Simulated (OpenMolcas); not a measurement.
# S2F2 (Difluorodisulfane): a chain of runs

We compute a single-point energy (UHF/STO-3G), then a single-point energy (CASSCF(2,2)/STO-3G), then a single-point energy (CASPT2(2,2)/STO-3G), then the energy (SC-NEVPT2(2,2)/STO-3G), then a single-point energy (MRCI(2,2)/STO-3G) of S2F2 (Difluorodisulfane). 

Program for the calculation: OpenMolcas 26.06.

3 further runs of the same task are left out: 3 that didn't finish.

**1. Starting point**

The species is S2F2 (4 atoms), meant as a singlet with charge 0. SMILES: `FSSF`. The S2–S3 distance was set to 4.802 Å, away from the relaxed value. At this shape a bond of the SMILES string is far longer than usual.

Bond lengths: F1–S2 1.695 Å, S3–F4 1.694 Å.

**2. The energy at UHF/STO-3G (run 1)**

step1.inp

```
* F2S2 Hartree-Fock
>>> EXPORT MOLCAS_PRINT=2

&gateway
  baslib=$CurrDir
  basisset
  F.STO-3G....
  F1 -4.079413 1.441824 -1.236644 angstrom
  F4 1.210900 -0.280260 1.469320 angstrom
  End of Basis
  basisset
  S.STO-3G....
  S2 -2.731223 2.469004 -1.232444 angstrom
  S3 1.055580 -0.303530 -0.217800 angstrom
  End of Basis

&seward

&scf
  uhf
  scramble=0.25
  prorbitals=1 1
```

The basis set STO-3G is read from a file made from the Basis Set Exchange's data (not shown).

Run with:

```
$ export MOLCAS_MEM=1860
$ pymolcas step1.inp > step1.log
```

Log:

```text
--- Start Module: gateway ---
[...]
--- Stop Module: gateway /rc=_RC_ALL_IS_WELL_ ---
--- Start Module: seward ---
[...]
      Basis functions           28
--- Stop Module: seward /rc=_RC_ALL_IS_WELL_ ---
--- Start Module: scf ---
[...]
       Convergence after  52 Iterations
[...]
::    Total SCF energy                               -982.2923222874
[...]
      Total spin, S                                     0.6424367583
[...]
      Total electronic charge=   50.000000
      Total            charge=   -0.000000
[...]
      Dipole Moment (debye):
      Origin of the operator (angstrom)=   -1.0601    0.8956   -0.4115
                   X=  4.8586E-01               Y=  4.0463E-01               Z= -6.7748E-01           Total=  9.2670E-01
      Quadrupole Moment (debye*angstrom):
[...]
--- Stop Module: scf /rc=_RC_ALL_IS_WELL_ ---
[...]
```

Wall time 2.6 s (1 thread of Intel Xeon 6975P-C (Granite Rapids), shared host); peak memory 0.37 GiB.

**3. A single-point energy at CASSCF(2,2)/STO-3G (run 2)**

step2.inp

```
&GATEWAY
  BASLIB
  $CurrDir
  BASISSET
  F.STO-3G....
  F1 -4.079413 1.441824 -1.236644 angstrom
  F4 1.210900 -0.280260 1.469320 angstrom
  End of Basis
  BASISSET
  S.STO-3G....
  S2 -2.731223 2.469004 -1.232444 angstrom
  S3 1.055580 -0.303530 -0.217800 angstrom
  End of Basis

&SEWARD

&RASSCF
  FILEORB
  $CurrDir/step1.UnaOrb
  SPIN
  1
  NACTEL
  2 0 0
  INACTIVE
  24
  RAS2
  2
  ORBLISTING
  Nothing
```

The basis set STO-3G is read from a file made from the Basis Set Exchange's data (not shown).

Run with:

```
$ export MOLCAS_MEM=1860
$ pymolcas step2.inp > step2.log
```

Log:

```text
--- Start Module: gateway ---
[...]
--- Stop Module: gateway /rc=_RC_ALL_IS_WELL_ ---
--- Start Module: seward ---
[...]
      Basis functions           28
--- Stop Module: seward /rc=_RC_ALL_IS_WELL_ ---
--- Start Module: rasscf ---
[...]
      Number of active orbitals                  2
[...]
      Spin quantum number                      0.0
[...]
      Active orbitals                            2
[...]
      Number of CSFs                             3
[...]
      Number of root(s) required                 1
[...]
      Convergence after  7 iterations
[...]
      printout of CI-coefficients larger than  0.05 for root  1
      energy=    -982.289677
      conf/sym  11     Coeff  Weight
             1  20  -0.70712 0.50002
             3  02   0.70709 0.49998
      Natural orbitals and occupation numbers for root  1
      sym 1:   1.000042   0.999958
      ************************************************************************************************************************
      *                                                    Final results                                                     *
[...]
::    RASSCF root number  1 Total energy:   -982.28967703
[...]
      Total electronic charge=   50.000000
      Total            charge=   -0.000000
[...]
      Dipole Moment (debye):
      Origin of the operator (angstrom)=   -1.0601    0.8956   -0.4115
                   X=  5.1999E-01               Y=  4.3347E-01               Z= -7.2559E-01           Total=  9.9236E-01
      Quadrupole Moment (debye*angstrom):
[...]
--- Stop Module: rasscf /rc=_RC_ALL_IS_WELL_ ---
[...]
```

Run time: 1.2 s. Hardware: 1 thread of Intel Xeon 6975P-C (Granite Rapids), shared host; peak memory 0.37 GiB.

**4. The energy at CASPT2(2,2)/STO-3G (run 3)**

step3.input

```
* F2S2 CASPT2
>>> EXPORT MOLCAS_PRINT=2
&GATEWAY
BasLib = $CurrDir
BasisSet
F.STO-3G....
F1 -4.079413 1.441824 -1.236644 angstrom
F4 1.210900 -0.280260 1.469320 angstrom
End of Basis
BasisSet
S.STO-3G....
S2 -2.731223 2.469004 -1.232444 angstrom
S3 1.055580 -0.303530 -0.217800 angstrom
End of Basis
&SEWARD
&RASSCF
FileOrb = $CurrDir/step2.RasOrb
Spin = 1
Nactel = 2 0 0
Inactive = 24
Ras2 = 2
OrbListing = Nothing
&CASPT2
Imaginary = 0.1
Frozen = 12
```

The basis set STO-3G is read from a file made from the Basis Set Exchange's data (not shown).

Run with:

```
$ export MOLCAS_MEM=1860
$ pymolcas step3.input > step3.log
```

Log:

```text
--- Start Module: gateway ---
[...]
--- Stop Module: gateway /rc=_RC_ALL_IS_WELL_ ---
[...]
      Basis functions           28
[...]
--- Start Module: rasscf ---
[...]
      Number of active orbitals                  2
[...]
      Spin quantum number                      0.0
[...]
      Active orbitals                            2
[...]
      Number of CSFs                             3
[...]
      Number of root(s) required                 1
[...]
      Convergence after  4 iterations
[...]
      printout of CI-coefficients larger than  0.05 for root  1
      energy=    -982.289677
      conf/sym  11     Coeff  Weight
             1  20  -0.70712 0.50002
             3  02   0.70709 0.49998
      Natural orbitals and occupation numbers for root  1
      sym 1:   1.000042   0.999958
      ************************************************************************************************************************
      *                                                    Final results                                                     *
[...]
::    RASSCF root number  1 Total energy:   -982.28967703
[...]
      Total electronic charge=   50.000000
      Total            charge=   -0.000000
[...]
      Dipole Moment (debye):
      Origin of the operator (angstrom)=   -1.0601    0.8956   -0.4115
                   X=  5.1999E-01               Y=  4.3347E-01               Z= -7.2559E-01           Total=  9.9235E-01
      Quadrupole Moment (debye*angstrom):
[...]
--- Stop Module: rasscf /rc=_RC_ALL_IS_WELL_ ---
--- Start Module: caspt2 ---
[...]
 ###    WARNING: User changed nr of frozen orbitals.                         ###
 ###############################################################################
[...]
      E2 (Variational):          -0.0722982753
      Total energy:            -982.3619753059
[...]
      Reference weight:           0.95805
[...]
::    CASPT2 Root  1     Total energy:   -982.36197531
[...]
--- Stop Module: caspt2 /rc=_RC_ALL_IS_WELL_ ---
[...]
```

It took 1.3 s on 1 thread of Intel Xeon 6975P-C (Granite Rapids), shared host; peak memory 0.37 GiB.

**5. The energy at SC-NEVPT2(2,2)/STO-3G (run 4)**

step4.inp

```
* F2S2 NEVPT2

&GATEWAY
  BasLib=$CurrDir
  BasisSet
  F.STO-3G....
  F1 -4.079413 1.441824 -1.236644 angstrom
  F4 1.210900 -0.280260 1.469320 angstrom
  End of Basis
  BasisSet
  S.STO-3G....
  S2 -2.731223 2.469004 -1.232444 angstrom
  S3 1.055580 -0.303530 -0.217800 angstrom
  End of Basis

&SEWARD

&RASSCF
  FileOrb=$CurrDir/step2.RasOrb
  Spin=1
  Nactel=2 0 0
  Inactive=24
  Ras2=2
  OrbListing=Nothing

&CASPT2
  SC-NEVPT2
  Frozen=12
```

The basis set STO-3G is read from a file made from the Basis Set Exchange's data (not shown).

Run with:

```
$ export MOLCAS_MEM=1860
$ pymolcas step4.inp > step4.log
```

Log:

```text
--- Start Module: gateway ---
[...]
--- Stop Module: gateway /rc=_RC_ALL_IS_WELL_ ---
[...]
      Basis functions           28
[...]
--- Start Module: rasscf ---
[...]
      Number of active orbitals                  2
[...]
      Spin quantum number                      0.0
[...]
      Active orbitals                            2
[...]
      Number of CSFs                             3
[...]
      Number of root(s) required                 1
[...]
      Convergence after  4 iterations
[...]
      printout of CI-coefficients larger than  0.05 for root  1
      energy=    -982.289677
      conf/sym  11     Coeff  Weight
             1  20  -0.70712 0.50002
             3  02   0.70709 0.49998
      Natural orbitals and occupation numbers for root  1
      sym 1:   1.000042   0.999958
      ************************************************************************************************************************
      *                                                    Final results                                                     *
[...]
::    RASSCF root number  1 Total energy:   -982.28967703
[...]
      Total electronic charge=   50.000000
      Total            charge=   -0.000000
[...]
      Dipole Moment (debye):
      Origin of the operator (angstrom)=   -1.0601    0.8956   -0.4115
                   X=  5.1999E-01               Y=  4.3347E-01               Z= -7.2559E-01           Total=  9.9235E-01
      Quadrupole Moment (debye*angstrom):
[...]
--- Stop Module: rasscf /rc=_RC_ALL_IS_WELL_ ---
--- Start Module: caspt2 ---
[...]
 ###    WARNING: User changed nr of frozen orbitals.                         ###
 ###############################################################################
[...]
      E2 (Variational):          -0.0711599707
[...]
      E2 (Variational):          -0.0711599689
      Total energy:            -982.3608369995
[...]
      Reference weight:           0.95914
[...]
::    SC-NEVPT2 Root  1     Total energy:   -982.36083700
[...]
--- Stop Module: caspt2 /rc=_RC_ALL_IS_WELL_ ---
[...]
```

Run time: 1.2 s. Hardware: 1 thread of Intel Xeon 6975P-C (Granite Rapids), shared host; peak memory 0.37 GiB.

**6. A single-point energy at MRCI(2,2)/STO-3G (run 5)**

step5.input

```
* F2S2 MRCI
>>> EXPORT MOLCAS_PRINT=2
&GATEWAY
BASLIB=$CurrDir
BASISSET
F.STO-3G....
F1 -4.079413 1.441824 -1.236644 angstrom
F4 1.210900 -0.280260 1.469320 angstrom
End of Basis
BASISSET
S.STO-3G....
S2 -2.731223 2.469004 -1.232444 angstrom
S3 1.055580 -0.303530 -0.217800 angstrom
End of Basis
&SEWARD
&RASSCF
FILEORB=$CurrDir/step2.RasOrb
SPIN=1
NACTEL=2 0 0
INACTIVE=24
RAS2=2
ORBLISTING=Nothing
&MOTRA
LUMORB
FROZEN=12
&GUGA
ELECTRONS=26
SPIN=1
INACTIVE=12
ACTIVE=2
CIALL=1
&MRCI
SDCI
```

The basis set STO-3G is read from a file made from the Basis Set Exchange's data (not shown).

Run with:

```
$ export MOLCAS_MEM=1860
$ pymolcas step5.input > step5.log
```

Log:

```text
--- Start Module: gateway ---
[...]
--- Stop Module: gateway /rc=_RC_ALL_IS_WELL_ ---
[...]
      Basis functions           28
[...]
      Number of active orbitals                  2
[...]
      Spin quantum number                      0.0
[...]
      Active orbitals                            2
[...]
      Number of CSFs                             3
[...]
      Number of root(s) required                 1
[...]
      Convergence after  4 iterations
[...]
      printout of CI-coefficients larger than  0.05 for root  1
      energy=    -982.289677
      conf/sym  11     Coeff  Weight
             1  20  -0.70712 0.50002
             3  02   0.70709 0.49998
      Natural orbitals and occupation numbers for root  1
      sym 1:   1.000042   0.999958
      ************************************************************************************************************************
      *                                                    Final results                                                     *
[...]
::    RASSCF root number  1 Total energy:   -982.28967703
[...]
      Dipole Moment (debye):
      Origin of the operator (angstrom)=   -1.0601    0.8956   -0.4115
                   X=  5.1999E-01               Y=  4.3347E-01               Z= -7.2559E-01           Total=  9.9235E-01
      Quadrupole Moment (debye*angstrom):
[...]
      *** WARNING: Default frozen orbitals is overwritten by user input.
      *** Default values:  12
[...]
--- Start Module: guga ---
[...]
--- Stop Module: guga /rc=_RC_ALL_IS_WELL_ ---
--- Start Module: mrci ---
[...]
       (But an ACPF correction will be computed)
       USE THE DEFAULT ACPF G-VALUE GFAC=   7.6923076923076927E-002
[...]
                      CI ENERGY:  -982.39044345
[...]
                ACPF CORRECTION:    -0.01009951
[...]
      Total electronic charge=   50.000000
      Total            charge=   -0.000000
[...]
     ACPF CORRECTION:     -0.01009951
[...]
  CI State   1     Total energy:   -982.39044345     QDav:     -0.01103329     QACPF:     -0.01009951
[...]
--- Stop Module: mrci /rc=_RC_ALL_IS_WELL_ ---
[...]
```

Wall time 1.9 s (1 thread of Intel Xeon 6975P-C (Granite Rapids), shared host); peak memory 0.37 GiB.

**7. Summary of results**

| quantity | value |
| --- | --- |
| run 1, UHF/STO-3G: total energy | -982.29232 Eh |
| run 1, UHF/STO-3G: dipole moment | 0.93 D |
| run 1, UHF/STO-3G: HOMO energy | -6.70 eV |
| run 1, UHF/STO-3G: LUMO energy | 5.45 eV |
| run 1, UHF/STO-3G: HOMO–LUMO gap | 12.15 eV |
| run 1, UHF/STO-3G: ⟨S²⟩ | 1.055 |
| run 2, CASSCF(2,2)/STO-3G: total energy | -982.28968 Eh |
| run 2, CASSCF(2,2)/STO-3G: dipole moment (CASSCF density) | 0.99 D |
| run 3, CASPT2(2,2)/STO-3G: total energy | -982.36198 Eh |
| run 3, CASPT2(2,2)/STO-3G: dipole moment (CASSCF density) | 0.99 D |
| run 4, SC-NEVPT2(2,2)/STO-3G: total energy | -982.36084 Eh |
| run 4, SC-NEVPT2(2,2)/STO-3G: dipole moment (CASSCF density) | 0.99 D |
| run 5, MRCI(2,2)/STO-3G: total energy | -982.39044 Eh |
| run 5, MRCI(2,2)/STO-3G: dipole moment (CASSCF density) | 0.99 D |

What this shows: ⟨S²⟩ (run 1, UHF/STO-3G) is 1.06 where a pure singlet has 0.00: the reference is spin-contaminated. Mulliken charges (run 3, CASPT2(2,2)/STO-3G) of the CASSCF density run from -0.20 on F1 to +0.20 on S2; they depend strongly on the basis.
